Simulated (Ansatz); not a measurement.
## AlHSF, doublet: from triple and quadruple zeta to the limit

```xyz
4

Al    0.7862   -0.8109    0.3834
F     2.2357   -0.5813   -0.4098
S    -0.4383   -2.5298   -0.2467
H    -1.4020   -2.2412    0.6570
```

Connectivity, by distances: F–Al–SH.

Ansatz 0.2.0, UHF determinant, valence electrons correlated. Energies in eV.

```csv
set,X,functions,Hartree–Fock,MP2 correlation,CCSD(T) correlation,time
def2-TZVPP,3,129,-20126.4351,-13.1092,-14.1913,"4 s on 1 × NVIDIA H100 80GB HBM3 with 1 thread of AMD EPYC 7R13 Processor (Zen 3), on a shared host"
def2-QZVPP,4,227,-20127.0773,-14.3465,-15.3981,"4.1 s on 1 × NVIDIA H100 80GB HBM3 with 1 thread of AMD EPYC 7R13 Processor (Zen 3), on a shared host"
```

Hartree–Fock is taken to follow E(X) = E∞ + A·exp(−7.88·√X), correlation E(X) = E∞ + B·X^−2.97.

Task: Work out the CCSD(T) energy at the limit, and how far the shortcut misses it that extrapolates MP2 and adds CCSD(T) minus MP2 from the smaller set.

Result: Hartree–Fock: E∞ = E4 + 0.1377·(E4 − E3) = -20127.1658. Correlation: E∞ = E4 + 0.7407·(E4 − E3) = -16.2920 for CCSD(T) and -15.2630 for MP2. The limit is -20143.4578 eV, 0.982 eV below def2-QZVPP. The shortcut gives a correlation energy of -15.2630 + (-1.0821) = -16.3451, 53 meV lower than the direct value.

Past Ne part of the Hartree–Fock step between the two sets comes from the cores, which don't follow the formula, so the 88 meV that it adds to the total can overshoot; that part largely cancels in differences.
